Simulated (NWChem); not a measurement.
Correlation energy of diphosphorus (P2)

```
P
P 1 1.8911
```
Charge 0, spin multiplicity 1.

Program: NWChem. All single points use one geometry, from PBE0/def2-SVP, a minimum by its harmonic frequencies.

Basis set: def2-SVP. Each correlation energy counts from its own Hartree-Fock reference.

The correlated methods keep 10 core orbitals frozen. Coupled-cluster values serve here as a point of comparison, not as the truth.

Problem. One of these methods gave a correlation energy of -224.1 mHa. Which?
A. CCSD
B. CCSD+T(CCSD)
C. SCS-MP2
D. MP2

Solution. D, MP2. The others give -219.5 (SCS-MP2), -242.0 (CCSD), -256.7 (CCSD+T(CCSD)).
